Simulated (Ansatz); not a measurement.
Mulliken charges of C₄H₄O, SMILES `C=C1CC1=O` from PBE/def2-TZVPP in Ansatz (PBE0-D4/def2-TZVP geometry).

```json
{"atom": "C1", "x (Å)": "-1.108", "y (Å)": "1.017", "z (Å)": "-0.503", "charge (e)": "-0.137"}
{"atom": "C2", "x (Å)": "-0.111", "y (Å)": "0.260", "z (Å)": "-0.083", "charge (e)": "-0.098"}
{"atom": "C3", "x (Å)": "0.341", "y (Å)": "-1.133", "z (Å)": "0.288", "charge (e)": "-0.091"}
{"atom": "C4", "x (Å)": "1.233", "y (Å)": "0.062", "z (Å)": "0.344", "charge (e)": "0.119"}
{"atom": "O5", "x (Å)": "2.320", "y (Å)": "0.488", "z (Å)": "0.588", "charge (e)": "-0.189"}
{"atom": "H6", "x (Å)": "-0.972", "y (Å)": "2.083", "z (Å)": "-0.646", "charge (e)": "0.117"}
{"atom": "H7", "x (Å)": "-2.087", "y (Å)": "0.599", "z (Å)": "-0.717", "charge (e)": "0.107"}
{"atom": "H8", "x (Å)": "0.489", "y (Å)": "-1.860", "z (Å)": "-0.510", "charge (e)": "0.086"}
{"atom": "H9", "x (Å)": "-0.016", "y (Å)": "-1.563", "z (Å)": "1.223", "charge (e)": "0.086"}
```

Question: By hand: the dipole of these point charges (1 e Å = 4.8032 D).

Answer: Σ q r = (-0.456, -0.133, -0.110) e Å, of length 0.488 e Å = 2.34 D.

Question: How does the dipole of the full density compare? (An estimate is asked.)

Answer: The calculation gave: (-0.594, -0.165, -0.145) e Å, 3.04 D; the point charges give 0.77 times that, at 1° from its direction.

Point charges leave out the atoms' own dipoles, such as those of lone pairs, and Mulliken's split depends on the basis, so the two needn't agree.
